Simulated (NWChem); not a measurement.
## Ionisation of ethylene (C2H4)

SMILES: C=C
```xyz
6

C      0.0000     0.0000     0.6703
C      0.0000     0.0000    -0.6703
H      0.9374     0.0000     1.2507
H     -0.9374     0.0000     1.2507
H     -0.9374     0.0000    -1.2507
H      0.9374     0.0000    -1.2507
```
Charge 0, spin multiplicity 1.

Program: NWChem. Structure: optimised with PBE/def2-SVP, a minimum by its harmonic frequencies.

Basis set: def2-TZVP. The species with one electron less has spin multiplicity 2 and keeps the geometry of the parent. Δ marks differences of total energies (open shells unrestricted). −ε marks an orbital energy of the parent. That orbital need not have the symmetry of the hole or added electron in the Δ rows.

B3LYP has NWChem's definition, with VWN1-RPA local correlation. No SCF solution was tested for a lower state.

### Question
For the first vertical ionisation energy, −ε(HOMO) of HF gives 10.23 eV and −ε(HOMO) of PBE gives 6.71 eV. What do −ε(HOMO) of B3LYP, −ε(HOMO) of M06-2X, ΔB3LYP give?

### Answer
−ε(HOMO) of B3LYP: 7.60 eV; −ε(HOMO) of M06-2X: 9.07 eV; ΔB3LYP: 10.51 eV.
